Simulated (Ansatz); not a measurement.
A nudged elastic band was laid between two geometries of CH4FSi (7 atoms, charge 0, multiplicity 2).

Computed with Ansatz 0.2.0, UKS PBE-D4/STO-3G.

```
movable images  : 5
climbing image  : yes
spring          : 5.0 eV/Å²
optimiser       : quadratic models (default)
start path      : through a guess of the saddle point
force threshold : 0.2 eV/Å
iteration limit : 60
end points      : relaxed
```

Initial state:

```xyz
7
Properties=species:S:1:pos:R:3
C -0.641 0.388 -0.302
Si 0.963 -0.628 -0.162
F 0.652 -1.836 0.947
H -1.465 -0.191 -0.752
H -0.474 1.277 -0.934
H -0.982 0.743 0.688
H 1.946 0.249 0.517
```

Final state:

```xyz
7
Properties=species:S:1:pos:R:3
C -0.689 0.343 -0.246
Si 0.715 -0.915 0.025
F 0.973 -0.973 1.673
H -0.836 0.520 -1.325
H -0.456 1.316 0.222
H -1.649 -0.007 0.168
H 1.942 -0.284 -0.517
```

Q: Which bonds break or form, and what moves?

A: No bond is made or broken. The dihedral H6–C1–Si2–F3 goes from 54 to -67°. The two ends are copies of one structure, up to a mirror image or an exchange of like atoms.

Q: What energy profile does the band end with?

A: It converged. The highest image is number 3 of 0 to 6, 0.023 eV above the ends, which have the same energy within 2 meV. The threshold of 0.2 eV/Å is loose, so the images may lie well off the minimum-energy path. Another band between the same ends (5 images) ends at a top of the same energy, where a vibrational analysis finds 1 clearly imaginary mode. Limits of this set-up: minimal basis.

| image | path coordinate (Å) | energy (eV) | dihedral H6–C1–Si2–F3 (°) |
| --- | --- | --- | --- |
| 0 | 0.00 | 0.000 | 54 |
| 1 | 0.45 | 0.006 | 34 |
| 2 | 0.91 | 0.018 | 14 |
| 3 | 1.36 | 0.023 | -6 |
| 4 | 1.82 | 0.018 | -26 |
| 5 | 2.28 | 0.006 | -46 |
| 6 | 2.74 | 0.000 | -67 |

Q: What is the geometry of the highest image?

A: 
```xyz
7
Properties=species:S:1:pos:R:3:forces:R:3
C -0.668 0.350 -0.298 -0.01 0.00 0.01
Si 0.846 -0.795 -0.094 0.00 0.02 -0.06
F 0.739 -1.412 1.451 0.00 -0.02 0.05
H -1.273 0.094 -1.184 0.01 0.00 0.00
H -0.354 1.403 -0.403 0.00 0.00 0.00
H -1.332 0.280 0.583 0.01 0.00 -0.01
H 2.042 0.080 -0.055 -0.01 -0.01 0.00
```

The band took 4 iterations and about 30 core-seconds.

Run time: 32 s on 1 thread of Arm Neoverse V1 (shared host), peak memory 0.096 GiB.
